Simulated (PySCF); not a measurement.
Run record: geometry optimisation, `N#CC(=S)CF`.

Method: PBE0-D3(BJ)/def2-SVP geometry optimisation, gas phase (PySCF 2.14.0). Start geometry: GFN2-xTB. A driver script takes a list of jobs; this job's settings line and coordinates (Å) are shown.

Command:
```bash
OMP_NUM_THREADS=1 python probes_run.py task.json out
```

Input:
```
{"job": {"xc": "PBE0", "basis": "def2-SVP", "d3": "d3bj", "grid": 1, "shake": 0.01, "kind": "geom"}, "charge": 0, "multiplicity": 1}
N      2.555800    -0.757310    -0.343930
C      1.524110    -0.197620    -0.231300
C      0.306990     0.525720    -0.099930
S      0.387580     2.156370    -0.212040
C     -0.945500    -0.233480     0.150260
F     -0.751110    -1.569820     0.210990
H     -1.371810     0.079790     1.119440
H     -1.650930    -0.022780    -0.645950
```

Output:
```
step   0  E = -667.48794453  max force = 0.039873
step   1  E = -667.48918626  max force = 0.007199
step   2  E = -667.48951782  max force = 0.009139
step   3  E = -667.49016416  max force = 0.004026
step   4  E = -667.49026068  max force = 0.001250
step   5  E = -667.49028937  max force = 0.000686
step   6  E = -667.49029191  max force = 0.000338
optimisation converged
```

Energies in Eh; «max force» is the largest Cartesian gradient component in Eh/bohr.

Question: Give the first gradient maximum in eV/Å.

Answer: With 1 Eh/bohr = 51.422 eV/Å, 2.050 eV/Å.

Question: How much energy does the optimisation release, in kJ/mol?

Answer: E(step 0) − E(last step) = 0.002347 Eh, which is 6.2 kJ/mol.

In short: final energy -667.49029 Eh after 6 steps; dipole 3.46 D.

Question: How long does this job take on an Arm Neoverse V2 with one thread, shared host? And the peak memory of the process?

Answer: About 19 s, with 0.40 GiB resident at the peak, the Python interpreter and its libraries included.
Labels such as C1 count atoms from 1, the log's own numbers from 0.
